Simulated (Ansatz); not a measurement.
Basis-set extrapolation for C$_{4}$H$_{7}$ClO (`C=C(Cl)C(C)O`) (PBE0-D4/def2-TZVP geometry, frozen core, Ansatz). Multiplicity 1, RHF reference.

```
                      def2-TZVPP   def2-QZVPP
                 HF  -689.986602  -690.009790
    MP2 correlation    -1.099707    -1.181470
CCSD(T) correlation    -1.197857      not run
```

Energies in hartree. Use E(X) = E(∞) + A·exp(−7.88·√X) for Hartree–Fock and E(X) = E(∞) + B·X^(−2.97) for correlation, with X = 3 and 4, and add CCSD(T) minus MP2 of the smaller set to the MP2 limit.

**Question.** What is the CCSD(T) energy at the basis-set limit?

**Answer.** HF limit: -690.009790 + (-0.023188) × 0.13774 = -690.01298. MP2 limit: -1.181470 + (-0.081763) × 0.74074 = -1.24204. Higher-order term: -1.197857 − (-1.099707) = -0.09815. Total: -691.35317 hartree, 443.0 kJ/mol below CCSD(T)/def2-TZVPP.
